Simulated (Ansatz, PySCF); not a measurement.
Species: hydrazine, N$_{2}$H$_{4}$, net charge 0, singlet state. SMILES: NN
Coordinates optimised at B3LYP-D3(BJ)/def2-TZVP (Ansatz, a program for electronic structure):
```xyz
6

N     -0.0129     0.7139    -0.0827
N      0.0114    -0.7158    -0.0646
H      0.2269     1.1174     0.8176
H     -0.9512     1.0064    -0.3221
H     -0.2103    -1.0959     0.8505
H      0.9449    -1.0146    -0.3149
```
Charge 0, spin multiplicity 1.

Wanted: atomisation energy (electronic, to ground-state atoms), in kJ/mol. Cores are frozen in the correlated levels unless marked. UHF or UKS for open shells. No spin-orbit coupling. Non-relativistic. The coupled-cluster limit lacks core correlation, which all-electron functionals hold. CBS(X,Y): correlation extrapolated as X^-3; Hartree-Fock from the larger set.

| level | program | atomisation energy (kJ/mol) |
|---|---|---|
| BP86/def2-TZVPD | PySCF | 1931.9 |
| r2SCANh-D4/def2-TZVPD | Ansatz + dftd4 | [?] |
| B2PLYP-D4/def2-TZVPD | Ansatz + dftd4 | 1813.5 |
| SCS-MP2/aug-cc-pVTZ | Ansatz | 1816.3 |
| CCSD(T)/CBS(def2-TZVPPD,def2-QZVPPD) | Ansatz | 1830.0 |

What belongs in the gaps?


- r2SCANh-D4/def2-TZVPD, atomisation energy (kJ/mol): 1787.8
